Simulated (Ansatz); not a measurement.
KCo2As2: experiment and calculation

**Experimental background.**

“Physical properties and electronic structure of single-crystal KCo2As2”, 2020, arxiv:2010.03447 reports, for a bulk crystal of KCo2As2 at 300 K: lattice constant a 3.805 ± 0.002 Å; lattice constant c 13.573 ± 0.008 Å.

The runs below are set against these values where they give the same quantity.

All numbers below come from DFT PBEsol, scalar-relativistic, plane waves, PAW (Ansatz).

Settings: cutoff 420 eV, Γ-centred mesh 14×14×14 on the computed 5-atom cell, Gaussian smearing of 0.10 eV; no spin polarisation.

Relaxed structure, symmetry kept:

```
K Co As
1.0
    -1.85776    1.85776    6.73943
     1.85776   -1.85776    6.73943
     1.85776    1.85776   -6.73943
K Co As
1 2 2
Direct
  0.00000 0.00000 0.00000
  0.75000 0.25000 0.50000
  0.25000 0.75000 0.50000
  0.34825 0.34825 0.00000
  0.65175 0.65175 0.00000
```

| Quantity | Value |
| --- | --- |
| Space group | I4/mmm (No. 139) |
| Volume per atom | 18.61 Å³ |
| Formation energy from the elements' standard states (uncorrected) | -0.414 eV/atom |
| Kohn–Sham band gap | none (metal) |
| Density of states at the Fermi level | 1.87 states/eV per cell |
| Löwdin character within 0.5 eV of the Fermi level | Co 3d 58 %, As 4p 32 %, unprojected 5 % |
| Bulk modulus | 49 GPa |
| Its pressure derivative | 5.2 |
| Bader charges (e) | K (1 in the cell) 0.74, Co (2 in the cell) 0.05, As (2 in the cell) -0.42 |

A ferromagnetic start lost its moments in a first run, so spin was left out; other magnetic orders weren't tried.

Against the measured lattice constant a of KCo2As2, 3.805 Å (300 K; the paper above), the calculated 3.716 Å is off by -2.4 %. 3 values of this kind are on record (3.805 to 3.813 Å); this one was drawn at random among those near their median, those with a stated uncertainty first. Against the measured lattice constant c of KCo2As2, 13.573 Å (300 K; the paper above), the calculated 13.479 Å is off by -0.7 %. 3 values of this kind are on record (13.563 to 13.58 Å); this one was drawn at random among those near their median, those with a stated uncertainty first. The calculation is for 0 K without zero-point motion.

Cost: 9 runs of about 21 core-minutes in all, on Intel Xeon 6975P-C (Granite Rapids) (shared hosts).